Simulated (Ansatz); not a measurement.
C3H3NS, SMILES CC(=S)C#N, a ladder of methods at one geometry

Program: Ansatz 0.2.0, Python API.

Typed at the interpreter:
```pycon
>>> from pathlib import Path
>>> import ansatz as az
>>> import numpy as np
>>> system = (
...     az.Crystal.molecule()
...     .atom("C", (-0.9568, -0.1956, 0.19))
...     .atom("C", (0.3368, 0.498, -0.1091))
...     .atom("S", (0.501, 2.1547, -0.1909))
...     .atom("C", (1.5162, -0.3152, -0.2832))
...     .atom("N", (2.4424, -1.0036, -0.418))
...     .atom("H", (-0.9724, -0.491, 1.244))
...     .atom("H", (-1.0492, -1.0966, -0.4247))
...     .atom("H", (-1.8181, 0.4492, -0.0082))
... )
>>> model = system.calculation().basis(gaussian="cc-pVDZ")
>>> print("functional    E (Ha)        dipole (D)   HOMO (eV)  LUMO (eV)")
functional    E (Ha)        dipole (D)   HOMO (eV)  LUMO (eV)
>>> for name in ["b3lyp", "revpbe", "pbe0", "r2scan0", "pbe"]:
...     data = model.functional(name).forces().orbitals().run(threads=1, pin="off", runs_dir="runs").report
...     lines = Path(data["orbitals_path"]).read_text().splitlines()
...     field_of = lambda key: [line.split("=")[1].strip() for line in lines if line.startswith(key)]
...     orbitals = [(27.211386 * float(e), s, float(n)) for e, s, n in zip(field_of("Ene="), field_of("Spin="), field_of("Occup="))]
...     homo = max(e for e, _, n in orbitals if n > 0.5)
...     lumo = min(e for e, _, n in orbitals if n < 0.5)
...     dipole = 4.803205 * np.linalg.norm(data["charge_distribution"]["dipole_moment_e_ang"])
...     print(f"{name:10s} {data['free_energy_ev'] / 27.211386246:14.6f} {dipole:9.3f} {homo:11.3f} {lumo:10.3f}")
...
b3lyp         -569.051677     3.188      -6.900     -3.596
revpbe        -568.925546     3.126      -5.831     -4.191
pbe0          -568.692162     3.254      -7.210     -3.489
r2scan0       -568.879472     3.351      -7.408     -3.517
pbe           -568.654331     3.139      -5.867     -4.247
```

Notes:
- Total energies depend on the basis set; only differences at equal settings carry meaning.
- The geometry is a force-field or estimated start, not a minimum of this method, and the basis set is short of its limit. A lower total doesn't mark the better method: functionals have no common bound, and MP2 and coupled cluster aren't variational.
- b3lyp holds the VWN-RPA fit, as in Gaussian; the form of ORCA and Turbomole is b3lyp5.
- Levels such as HOMO and LUMO are orbital energies: with these approximate functionals they aren't the ionisation energy and electron affinity, and their gap isn't the fundamental gap.
- For Al to Cl the sets with a tight d function, cc-pV(X+d)Z, are usual.
- Timing: 19 s on 1 thread of Arm Neoverse V2 (shared host), peak memory 0.25 GiB.
